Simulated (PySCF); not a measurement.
# Frontier orbitals and the lowest excitations

Compound: C₂F₃N.
Cartesian coordinates in Å at the PBE0-D3(BJ)/def2-SVP level; atoms count from 1:
```
atom  x, y, z in Å
C1     1.997   -0.587   -0.506
N2     0.901   -0.262   -0.229
C3    -0.409    0.120    0.103
F4    -1.278   -0.671   -0.500
F5    -0.585    0.034    1.409
F6    -0.626    1.366   -0.278
```

Computed with TDDFT B3LYP/def2-SVPD, vertical, gas phase, core orbitals frozen in the response in PySCF.

Kohn–Sham orbitals with the atoms that hold most of them (Löwdin shares over 4%, at most four atoms; ? is withheld):

```csv
orbital,ε (eV),atoms
HOMO-3,-12.65,"F4 34%, F6 33%, F5 33%"
HOMO-2,-11.39,"N2 54%, C1 27%, F6 9%, F4 6%"
HOMO-1,-11.39,"N2 54%, C1 27%, F5 10%, F4 5%"
HOMO,?,?
LUMO,-1.21,"C1 55%, N2 31%, C3 5%, F4 5%"
LUMO+1,-1.21,"C1 55%, N2 31%, C3 5%, F5 4%"
LUMO+2,0.39,"C3 40%, F5 13%, F4 13%, F6 13%"
```

Question: Which atoms hold the HOMO, and with what shares?

Answer: C1 (bonded to N) 82%; N2 (bonded to 2 C) 16%.

Question: What is the HOMO energy, and the HOMO–LUMO gap?

Answer: ε(HOMO) = -9.68 eV; the gap is 8.47 eV (0.3112 hartree).

Within 0.005 eV of a neighbour in this list lie HOMO-2/HOMO-1 and LUMO/LUMO+1 (point group found: C3v); within a degenerate set the shares of single atoms can hang on how the components are chosen.

Question: The HOMO–LUMO gap is 8.47 eV. Where does the response calculation put the lowest singlet, and from which orbitals?

Answer: S1 is at 7.63 eV (f = 0.057), 0.83 eV below the gap, made of HOMO→LUMO/LUMO+1 (99%). S1/S2 lie within about 0.01 eV of each other. Without the coupling terms of the response equations the lowest excitation would equal the gap.

Next come S2 at 7.64 eV (f 0.057), HOMO→LUMO/LUMO+1 (99%); S3 at 8.12 eV (f 0.0000), HOMO-2/HOMO-1→LUMO/LUMO+1 (≥83%); S4 at 8.34 eV (f 0.0002), HOMO-2/HOMO-1→LUMO/LUMO+1 (≥90%); S5 at 8.34 eV (f 0.0001), HOMO-2/HOMO-1→LUMO/LUMO+1 (≥90%).

Orbitals of the list HOMO-3 to LUMO+2 that lie within 0.01 eV of each other are written together with a slash and their weights summed (≥ marks a lower bound); for degenerate orbitals outside that list single weights are arbitrary.
